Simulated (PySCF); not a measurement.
Coordinates in bohr (charge 0 multiplicity 1):
```
Si    0.0000    0.0000   -1.1215
F     2.3701    0.0000    0.8272
F    -2.3701    0.0000    0.8272
```

Level of theory: PBE/[Si def2-TZVP, F def2-TZVP], no relativity, density fitting, PySCF.

This geometry of SiF₂ is a stationary point at this level.

Q: What is the point group?

A: C2v.

Q: Is it a minimum?

A: Yes: all harmonic wavenumbers are real.

Q: List the harmonic modes with their infrared intensities.

A: 
```json
{"symmetry": "a1", "ω (cm⁻¹)": "314", "IR (km/mol)": "14.1", "type": "bend"}
{"symmetry": "a1", "ω (cm⁻¹)": "806", "IR (km/mol)": "114", "type": "stretch"}
{"symmetry": "b2", "ω (cm⁻¹)": "825", "IR (km/mol)": "158", "type": "stretch"}
```

Q: Give the ideal-gas entropy at 298.15 K and 1 bar by parts.

A: translation 161.1, rotation 89.6, vibration 7.2, spin 0.0; total 258.0 J/(mol K).

In C2v the vibrations span 2a1 + b2. Here b1 is antisymmetric to the molecular plane and b2 lies in it.
